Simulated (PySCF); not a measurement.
## EPR parameters of C6H11

Compound: C6H11 (doublet state).
Numbering: `[CH3:1][CH:2]([CH3:3])[C@H:4]1[CH:5][CH2:6]1` (hydrogens: H7, H8, H9 on C1; H10 on C2; H11, H12, H13 on C3; H14 on C4; H15 on C5; H16, H17 on C6)

Structure used (GFN2-xTB), in Å, numbered top down from 1:
```xyz
17
C6H11 angstrom
C     -1.5885    0.7355    0.6546
C     -0.5239   -0.2680    0.2145
C     -1.0047   -1.0845   -0.9832
C      0.7644    0.4636   -0.1299
C      1.7293    0.8247    0.9061
C      2.0891   -0.2709    0.0077
H     -2.5105    0.2206    0.9163
H     -1.8022    1.4400   -0.1468
H     -1.2440    1.2936    1.5219
H     -0.3211   -0.9492    1.0476
H     -1.9191   -1.6201   -0.7377
H     -0.2493   -1.8090   -1.2795
H     -1.2052   -0.4322   -1.8310
H      0.6364    1.1455   -0.9707
H      2.2226    1.7424    1.1441
H      2.0412   -1.2862    0.3812
H      2.8787   -0.1337   -0.7252
```

The hyperfine couplings belong to this conformer and change with its torsions.

Theory: PySCF, UKS B3LYP, pcH-1 on C H, non-relativistic, mean-field spin-orbit, GIAO. The structure is a single GFN2-xTB conformer in the gas phase; no vibrational or solvent corrections. The geometry wasn't refined by DFT: couplings that depend on bond lengths, twists or pyramidal angles can differ widely from those at the functional's own minimum. Stability of the SCF solution: not tested.

```
g1, g2, g3      : 2.00220, 2.00281, 2.00311
g_iso           : 2.00271
Form of g       : rhombic: the two nearest values differ by 33 % of g3 − g1
⟨S²⟩            : 0.7530 (exact 0.7500)
Total energy    : -235.18345 Eh
Basis functions : 260
```

Isotropic coupling and dipolar principal values T1 to T3, in 10⁻⁴ cm⁻¹; ρ(0) is the spin density at the nucleus (1 × 10⁻⁴ cm⁻¹ = 2.998 MHz):

```json
{"atom": "C1", "isotope": "13C", "a_iso": "-0.5", "T1": "-0.3", "T2": "0.0", "T3": "0.3", "Mulliken spin population": "0.00", "ρ(0) (bohr⁻³)": "-0.0014"}
{"atom": "C2", "isotope": "13C", "a_iso": "12.2", "T1": "-1.4", "T2": "-1.2", "T3": "2.6", "Mulliken spin population": "0.03", "ρ(0) (bohr⁻³)": "0.0325"}
{"atom": "C3", "isotope": "13C", "a_iso": "-0.7", "T1": "-0.2", "T2": "-0.1", "T3": "0.3", "Mulliken spin population": "0.00", "ρ(0) (bohr⁻³)": "-0.0019"}
{"atom": "C4", "isotope": "13C", "a_iso": "-5.7", "T1": "-1.5", "T2": "0.0", "T3": "1.6", "Mulliken spin population": "-0.03", "ρ(0) (bohr⁻³)": "-0.0151"}
{"atom": "C5", "isotope": "13C", "a_iso": "91.3", "T1": "-25.2", "T2": "-23.8", "T3": "49.0", "Mulliken spin population": "0.97", "ρ(0) (bohr⁻³)": "0.2434"}
{"atom": "C6", "isotope": "13C", "a_iso": "-6.7", "T1": "-1.6", "T2": "0.0", "T3": "1.6", "Mulliken spin population": "-0.04", "ρ(0) (bohr⁻³)": "-0.0178"}
{"atom": "H7", "isotope": "1H", "a_iso": "0.8", "T1": "-0.4", "T2": "-0.3", "T3": "0.7", "Mulliken spin population": "0.00", "ρ(0) (bohr⁻³)": "0.0005"}
{"atom": "H8", "isotope": "1H", "a_iso": "0.1", "T1": "-0.5", "T2": "-0.4", "T3": "0.9", "Mulliken spin population": "0.00", "ρ(0) (bohr⁻³)": "0.0001"}
{"atom": "H9", "isotope": "1H", "a_iso": "0.0", "T1": "-1.0", "T2": "-0.8", "T3": "1.8", "Mulliken spin population": "0.00", "ρ(0) (bohr⁻³)": "0.0000"}
{"atom": "H10", "isotope": "1H", "a_iso": "-0.8", "T1": "-1.7", "T2": "-0.8", "T3": "2.4", "Mulliken spin population": "0.00", "ρ(0) (bohr⁻³)": "-0.0006"}
{"atom": "H11", "isotope": "1H", "a_iso": "0.0", "T1": "-0.3", "T2": "-0.2", "T3": "0.6", "Mulliken spin population": "0.00", "ρ(0) (bohr⁻³)": "0.0000"}
{"atom": "H12", "isotope": "1H", "a_iso": "0.2", "T1": "-0.4", "T2": "-0.4", "T3": "0.8", "Mulliken spin population": "0.00", "ρ(0) (bohr⁻³)": "0.0001"}
{"atom": "H13", "isotope": "1H", "a_iso": "0.2", "T1": "-0.4", "T2": "-0.3", "T3": "0.7", "Mulliken spin population": "0.00", "ρ(0) (bohr⁻³)": "0.0001"}
{"atom": "H14", "isotope": "1H", "a_iso": "16.5", "T1": "-1.8", "T2": "-0.6", "T3": "2.4", "Mulliken spin population": "0.02", "ρ(0) (bohr⁻³)": "0.0111"}
{"atom": "H15", "isotope": "1H", "a_iso": "-3.6", "T1": "-11.2", "T2": "-1.2", "T3": "12.5", "Mulliken spin population": "-0.02", "ρ(0) (bohr⁻³)": "-0.0024"}
{"atom": "H16", "isotope": "1H", "a_iso": "29.6", "T1": "-2.1", "T2": "-1.3", "T3": "3.5", "Mulliken spin population": "0.03", "ρ(0) (bohr⁻³)": "0.0198"}
{"atom": "H17", "isotope": "1H", "a_iso": "18.1", "T1": "-1.7", "T2": "-0.7", "T3": "2.4", "Mulliken spin population": "0.03", "ρ(0) (bohr⁻³)": "0.0121"}
```

The largest Mulliken spin population is on C5 (+0.97). The angles at C5 add up to 327.0°, so it is pyramidal.

Axes: g3 points within 13° of the C5–H15 bond.

Under fast tumbling the dipolar parts average out, and these isotropic splittings remain: 1 × 1H (H16, I = 1/2, 2 lines) with 3.16 mT, 1 × 1H (H17, I = 1/2, 2 lines) with 1.94 mT, 1 × 1H (H14, I = 1/2, 2 lines) with 1.77 mT, 1 × 1H (H15, I = 1/2, 2 lines) with 0.39 mT, 1 × 1H (H10, I = 1/2, 2 lines) with 0.09 mT and 3 × 1H (H7/H8/H9, I = 1/2, 4 lines) with 0.03 mT.

Class means assume fast exchange of nuclei equivalent by connectivity; if that motion is slow, each nucleus keeps its own coupling.

The 13C coupling of C5 (273.7 MHz) shows only in satellite lines or after enrichment, since that isotope makes up about 1.07 % of natural carbon.

The spin density at the nucleus, in bohr⁻³, is negative for C6 (-0.0178), C4 (-0.0151) and H15 (-0.0024), for instance. A restricted open-shell determinant has no negative spin density anywhere; here it arises because α and β orbitals differ (spin polarisation).
